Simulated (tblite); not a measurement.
Compound: C4H7OS (doublet state).
Atom-mapped SMILES: `[H]/[C:1]=[CH:2]\[O:3][CH2:4][CH2:5][SH:6]` (hydrogens: H7 on C1; H8 on C2; H9, H10 on C4; H11, H12 on C5; H13 on S6)

The geometry is computed with GFN2-xTB (gas phase). This method treats the open shell by occupation alone, without spin polarisation.

Task: Give the optimised bond lengths and angles.

Result: 
```tsv
bond	length (Å)
C1=C2	1.294
C2–O3	1.376
O3–C4	1.406
C4–C5	1.519
C5–S6	1.825
C1–H7	1.061
C2–H8	1.085
C4–H9, C4–H10	1.101
C5–H11, C5–H12	1.089
S6–H13	1.333
```

Bonds in one row agree within 0.01 Å and their mean is given. A selection of angles:
```tsv
angle	degrees
C2–C1–H7	144.7
C1–C2–O3	129.4
C1–C2–H8	122.2
O3–C2–H8	108.4
C2–O3–C4	116.2
O3–C4–C5	108.6
O3–C4–H9	110.0
C5–C4–H9	109.4
C5–C4–H10	110.7
H9–C4–H10	108.0
C4–C5–S6	112.8
C4–C5–H11	109.9
C4–C5–H12	110.7
S6–C5–H11	105.0
S6–C5–H12	108.5
H11–C5–H12	109.8
C5–S6–H13	96.2
```

Dihedral angles: C1–C2–O3–C4 1° (synperiplanar); C2–O3–C4–C5 177° (antiperiplanar); O3–C4–C5–S6 -69° (synclinal); H13–S6–C5–C4 -62° (synclinal). The mirror-image conformer, all signs reversed, is as good.

The 2 C–C bonds span 1.294 Å (C1=C2, drawn double) to 1.519 Å (C4–C5, drawn single), a spread of 0.225 Å. The 2 C–O bonds span 1.376 Å (C2–O3, drawn single) to 1.406 Å (O3–C4, drawn single), a spread of 0.030 Å. C2 (carbon bonded to C, O and H) is planar (angles 129.4°, 122.2° and 108.4°, sum 360.0°, 0.00 Å off the plane of its three neighbours). S6 (sulfur bonded to C and H) is bent (angle 96.2°). O3 (oxygen bonded to 2 C) is bent (angle 116.2°). Of the pairs four or more bonds apart, C1···H10 is among the closest relative to their van der Waals radii: 2.75 Å, 95 % of the sum of Bondi's values.

Point group: C1 (no symmetry element, even within 0.4 Å). Its GFN2-xTB frequencies are all real (lowest 47 cm⁻¹). Torsions: C1–C2–O3–C4 1°, C2–O3–C4–C5 177°, O3–C4–C5–S6 -69°, C4–C5–S6–H -62°. 3 starts were optimised and ended at 0.00, 0.85 and 0.93 kcal/mol (GFN2-xTB); the lowest of these is shown.
